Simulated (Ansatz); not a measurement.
## SnH₄, triplet: the ladder up to RCCSDTQ

Geometry: that of the SnH4, singlet, kept fixed. The singlet lies 7.8 eV lower here.

| atom | x (Å) | y (Å) | z (Å) |
| --- | --- | --- | --- |
| Sn | 0.0000 | 0.0000 | 0.0000 |
| H | 0.9788 | 0.9872 | 0.9851 |
| H | -0.9890 | -0.9799 | 0.9822 |
| H | -0.9784 | 0.9802 | -0.9924 |
| H | 0.9886 | -0.9875 | -0.9749 |

Basis def2-SVP with its core potentials; Ansatz 0.2.0. Only valence electrons are correlated (noble-gas cores and the filled d shells of p-block atoms frozen), which leaves 8 electrons in 37 orbitals. Prefix R: restricted or restricted open-shell reference. Active spaces: valence = (8e, 8o) chosen from the atoms' valence shells. No spin–orbit coupling is included; scalar relativity enters through the core potentials alone.

Full CI isn't at hand for all of this; RCCSDTQ serves as the reference, and is uncertain by about the last step of the cluster series.

The largest doubles amplitude grows up the series, to 0.23: the determinant mixes near-degenerate terms, and the last step may understate the doubt.

The UHF ⟨S²⟩ is 2.004. The T1 diagnostic (RCCSD) is 0.0209 and the largest doubles amplitude (RCCSD) is 0.038.

**Question.** From what is known of these methods and the diagnostics, rank them by the size of their error in total energy against RCCSDTQ in def2-SVP, smallest first (an estimate: the text doesn't fix the numbers).
A. RCCSDT(Q)
B. CASSCF (valence space)
C. RHF
D. RCCSD(T)
E. MRCISD (valence space)

**Answer.** A (0.19 mEh), D (1.65 mEh), E (4.24 mEh), B (72.08 mEh), C (124.68 mEh).

All errors are against RCCSDTQ in def2-SVP. Within each family the higher level lies nearer, as is usual though not guaranteed.

Natural occupations of CASSCF (valence space) about the gap: 1.978 1.956 1.956 1.011 0.996 0.046 0.028 0.028; effectively unpaired electrons, Σ n²(2−n)², 2.03.
